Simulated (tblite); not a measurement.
A geometry optimisation, step by step.

Compound: C₄H₆NO (doublet state).
Bonds: O1–C2 (double), C2–C3, C3–C4, C4–C5, C5–N6, C2–N6. Hydrogens: H7, H8 on C3; H9, H10 on C4; H11, H12 on C5.
Bond orders are those of one Lewis drawing.

Computed with GFN2-xTB (tblite), gas phase: L-BFGS steps from a force-field or distance-geometry start until the largest atomic force falls under 0.01 eV/Å. 9 of its 45 geometries are shown.

Step 0: E = -504.0979 eV, largest atomic force 3.622 eV/Å
```
atom  x, y, z in Å  |  force x, y, z in eV/Å
O1     -1.989    1.797    0.011    2.928  -2.131   0.078
C2     -0.979    1.053    0.059    0.397   3.590  -0.185
C3     -0.933   -0.413    0.366   -0.210  -0.828  -0.330
C4      0.294   -0.793   -0.449    0.574  -0.721   0.052
C5      1.259    0.290    0.024   -0.751   1.350  -1.456
N6      0.385    1.465   -0.146   -2.163  -1.569   1.077
H7     -0.662   -0.613    1.421   -0.620   0.253  -0.334
H8     -1.851   -0.926    0.042    0.234   0.206   0.393
H9      0.143   -0.620   -1.531   -0.061  -0.480   0.477
H10     0.644   -1.807   -0.215   -0.086   0.157  -0.353
H11     2.120    0.408   -0.673   -0.330   0.043   0.720
H12     1.570    0.160    1.065    0.089   0.130  -0.137
```

Step 6: E = -504.7398 eV, largest atomic force 0.344 eV/Å
```
atom  x, y, z in Å  |  force x, y, z in eV/Å
O1     -1.951    1.749    0.023    0.066  -0.004   0.079
C2     -0.899    1.158    0.062   -0.185  -0.249   0.027
C3     -0.910   -0.452    0.338   -0.183   0.147   0.070
C4      0.322   -0.831   -0.451   -0.087  -0.056  -0.008
C5      1.230    0.310   -0.009    0.027   0.167  -0.106
N6      0.339    1.439   -0.065    0.114   0.018   0.060
H7     -0.735   -0.574    1.407   -0.111   0.093   0.046
H8     -1.858   -0.900    0.057   -0.024   0.103  -0.150
H9      0.129   -0.695   -1.515   -0.009  -0.254  -0.093
H10     0.666   -1.841   -0.246    0.116  -0.035   0.000
H11     2.097    0.451   -0.643    0.106   0.196  -0.198
H12     1.571    0.186    1.016    0.168  -0.126   0.273
```

Step 11: E = -504.7805 eV, largest atomic force 0.204 eV/Å
```
atom  x, y, z in Å  |  force x, y, z in eV/Å
O1     -1.945    1.747    0.047    0.000   0.004   0.038
C2     -0.902    1.137    0.074   -0.056   0.174   0.028
C3     -0.922   -0.442    0.333    0.023  -0.094  -0.048
C4      0.325   -0.839   -0.447    0.039  -0.043   0.017
C5      1.243    0.318   -0.014   -0.075  -0.062  -0.103
N6      0.340    1.434   -0.030    0.051   0.052   0.024
H7     -0.786   -0.545    1.412   -0.046  -0.084  -0.070
H8     -1.872   -0.866    0.019    0.043   0.011  -0.071
H9      0.124   -0.776   -1.521    0.047   0.061   0.087
H10     0.695   -1.843   -0.240    0.009   0.036   0.201
H11     2.094    0.510   -0.672   -0.120  -0.022   0.032
H12     1.607    0.165    1.014    0.086  -0.032  -0.137
```

Step 16: E = -504.8120 eV, largest atomic force 0.215 eV/Å
```
atom  x, y, z in Å  |  force x, y, z in eV/Å
O1     -1.948    1.765    0.095    0.021   0.035   0.038
C2     -0.906    1.156    0.102    0.079  -0.075   0.016
C3     -0.935   -0.445    0.309   -0.040   0.109  -0.016
C4      0.333   -0.853   -0.427   -0.005   0.060   0.037
C5      1.239    0.319   -0.034    0.079   0.078   0.069
N6      0.339    1.437    0.014   -0.013   0.004   0.085
H7     -0.858   -0.565    1.389   -0.049  -0.128  -0.017
H8     -1.873   -0.831   -0.073   -0.020  -0.067  -0.015
H9      0.144   -0.842   -1.500    0.068  -0.078  -0.037
H10     0.729   -1.823   -0.127   -0.092  -0.013  -0.021
H11     2.047    0.558   -0.722    0.025  -0.108  -0.184
H12     1.689    0.122    0.949   -0.054   0.183   0.044
```

Step 22: E = -504.8395 eV, largest atomic force 0.112 eV/Å
```
atom  x, y, z in Å  |  force x, y, z in eV/Å
O1     -1.932    1.793    0.160    0.007  -0.014   0.064
C2     -0.899    1.164    0.143   -0.004  -0.027   0.010
C3     -0.957   -0.438    0.279   -0.033   0.027   0.014
C4      0.343   -0.849   -0.399   -0.048  -0.085   0.018
C5      1.252    0.338   -0.050   -0.036  -0.014   0.017
N6      0.347    1.444    0.076   -0.001  -0.017  -0.111
H7     -0.952   -0.634    1.351   -0.015   0.016  -0.018
H8     -1.874   -0.814   -0.169    0.032   0.058  -0.037
H9      0.199   -0.928   -1.477    0.023   0.044  -0.001
H10     0.717   -1.800   -0.026    0.031  -0.073  -0.005
H11     1.996    0.558   -0.820   -0.022   0.010   0.078
H12     1.762    0.165    0.905    0.068   0.075  -0.029
```

Step 28: E = -504.8473 eV, largest atomic force 0.094 eV/Å
```
atom  x, y, z in Å  |  force x, y, z in eV/Å
O1     -1.925    1.800    0.219   -0.010  -0.024   0.037
C2     -0.899    1.161    0.164   -0.026   0.060   0.012
C3     -0.968   -0.434    0.265    0.023  -0.091  -0.007
C4      0.347   -0.863   -0.376    0.035   0.001  -0.016
C5      1.253    0.338   -0.056    0.018   0.014  -0.037
N6      0.345    1.439    0.070    0.014   0.018  -0.032
H7     -1.007   -0.658    1.330   -0.033   0.023   0.012
H8     -1.871   -0.782   -0.230    0.000   0.010  -0.013
H9      0.229   -0.959   -1.456   -0.017   0.000   0.018
H10     0.718   -1.810    0.017   -0.006   0.037   0.010
H11     1.969    0.560   -0.850    0.036  -0.020  -0.018
H12     1.810    0.206    0.878   -0.033  -0.028   0.033
```

Step 33: E = -504.8496 eV, largest atomic force 0.092 eV/Å
```
atom  x, y, z in Å  |  force x, y, z in eV/Å
O1     -1.927    1.794    0.248    0.014   0.011   0.024
C2     -0.897    1.165    0.171    0.029  -0.053  -0.010
C3     -0.967   -0.440    0.262   -0.002   0.092  -0.006
C4      0.352   -0.864   -0.373   -0.014   0.019   0.004
C5      1.257    0.341   -0.063   -0.024  -0.008   0.004
N6      0.344    1.441    0.052   -0.014   0.001  -0.001
H7     -1.028   -0.658    1.328    0.008  -0.016  -0.012
H8     -1.867   -0.773   -0.248    0.010  -0.018   0.001
H9      0.231   -0.964   -1.451   -0.003  -0.028  -0.009
H10     0.721   -1.806    0.029    0.027   0.001   0.002
H11     1.976    0.553   -0.858    0.005  -0.009   0.019
H12     1.807    0.212    0.877   -0.035   0.010  -0.016
```

Step 38: E = -504.8507 eV, largest atomic force 0.040 eV/Å
```
atom  x, y, z in Å  |  force x, y, z in eV/Å
O1     -1.923    1.794    0.270    0.003   0.011   0.002
C2     -0.896    1.163    0.174   -0.015   0.034   0.012
C3     -0.968   -0.435    0.258   -0.006  -0.040  -0.001
C4      0.353   -0.864   -0.371   -0.004  -0.017  -0.007
C5      1.255    0.342   -0.068    0.004   0.000  -0.002
N6      0.343    1.443    0.041    0.004   0.001  -0.012
H7     -1.037   -0.662    1.322    0.016   0.000  -0.008
H8     -1.863   -0.772   -0.258   -0.005   0.006   0.001
H9      0.232   -0.975   -1.449    0.004  -0.010  -0.006
H10     0.727   -1.801    0.037   -0.001   0.004   0.006
H11     1.980    0.546   -0.859    0.002   0.010   0.002
H12     1.799    0.219    0.876    0.000   0.001   0.012
```

Step 44: E = -504.8510 eV, largest atomic force 0.009 eV/Å
```
atom  x, y, z in Å  |  force x, y, z in eV/Å
O1     -1.922    1.798    0.278    0.000  -0.001   0.004
C2     -0.896    1.165    0.177   -0.001  -0.005  -0.008
C3     -0.969   -0.436    0.256    0.004   0.002  -0.001
C4      0.353   -0.866   -0.372    0.004   0.003   0.000
C5      1.254    0.342   -0.069   -0.002   0.003  -0.001
N6      0.342    1.443    0.036   -0.001   0.002   0.003
H7     -1.035   -0.664    1.319    0.000  -0.001   0.002
H8     -1.864   -0.770   -0.261   -0.002   0.003   0.003
H9      0.234   -0.982   -1.450    0.005  -0.001  -0.001
H10     0.729   -1.800    0.041   -0.006  -0.001   0.002
H11     1.982    0.547   -0.858    0.000   0.000   0.002
H12     1.794    0.221    0.877   -0.002  -0.003  -0.004
```

**Question.** Summarise the path.

**Answer.** The energy falls by 0.7531 eV from step 0 to step 44; nine tenths of that is first reached at step 11. It falls at every step. The largest force goes from 3.622 to 0.009 eV/Å. Among the bonds C2–N6 changes most, from 1.439 to 1.277 Å; the atoms move by 0.263 Å rms after alignment.

**Question.** Follow the three bonds and two angles with the largest change from start to end.

**Answer.** 
| step | E above end (eV) | largest force (eV/Å) | C2–N6 (Å) | C2–C3 (Å) | O1=C2 (Å) | O1–C2–N6 (°) | O1–C2–C3 (°) |
| --- | --- | --- | --- | --- | --- | --- | --- |
| 0 | 0.7531 | 3.622 | 1.439 | 1.499 | 1.256 | 126.0 | 127.7 |
| 2 | 0.2336 | 1.923 | 1.259 | 1.599 | 1.210 | 134.7 | 120.3 |
| 4 | 0.1599 | 0.380 | 1.289 | 1.605 | 1.207 | 134.8 | 120.9 |
| 6 | 0.1112 | 0.344 | 1.277 | 1.634 | 1.207 | 137.2 | 118.8 |
| 8 | 0.0882 | 0.238 | 1.281 | 1.624 | 1.206 | 137.1 | 118.4 |
| 10 | 0.0757 | 0.232 | 1.282 | 1.604 | 1.208 | 136.1 | 119.1 |
| 11 | 0.0704 | 0.204 | 1.281 | 1.600 | 1.209 | 135.8 | 119.4 |
| 13 | 0.0592 | 0.262 | 1.279 | 1.605 | 1.208 | 136.0 | 119.7 |
| 15 | 0.0443 | 0.229 | 1.279 | 1.614 | 1.207 | 136.7 | 119.3 |
| 17 | 0.0345 | 0.207 | 1.280 | 1.611 | 1.207 | 136.8 | 118.9 |
| 19 | 0.0238 | 0.239 | 1.281 | 1.603 | 1.209 | 136.3 | 118.8 |
| 21 | 0.0139 | 0.137 | 1.280 | 1.605 | 1.209 | 136.0 | 119.0 |
| 23 | 0.0097 | 0.111 | 1.279 | 1.611 | 1.208 | 136.0 | 119.1 |
| 25 | 0.0065 | 0.083 | 1.278 | 1.608 | 1.209 | 135.8 | 119.1 |
| 27 | 0.0045 | 0.074 | 1.278 | 1.601 | 1.210 | 135.5 | 119.2 |
| 29 | 0.0030 | 0.067 | 1.278 | 1.600 | 1.210 | 135.6 | 119.1 |
| 31 | 0.0022 | 0.045 | 1.278 | 1.606 | 1.209 | 135.9 | 118.9 |
| 33 | 0.0013 | 0.092 | 1.277 | 1.609 | 1.209 | 136.1 | 118.6 |
| 34 | 0.0009 | 0.068 | 1.277 | 1.607 | 1.209 | 136.1 | 118.4 |
| 36 | 0.0005 | 0.034 | 1.277 | 1.602 | 1.210 | 136.0 | 118.4 |
| 38 | 0.0003 | 0.040 | 1.278 | 1.601 | 1.210 | 135.8 | 118.6 |
| 40 | 0.0001 | 0.021 | 1.277 | 1.603 | 1.210 | 135.8 | 118.7 |
| 42 | 0.0000 | 0.016 | 1.277 | 1.605 | 1.210 | 135.9 | 118.7 |
| 44 | 0.0000 | 0.009 | 1.277 | 1.604 | 1.210 | 135.9 | 118.7 |

The cost below is that of the whole relaxation. Hardware: one thread of an Arm Neoverse V1, no GPU (shared host). Cost: 0.17 s.
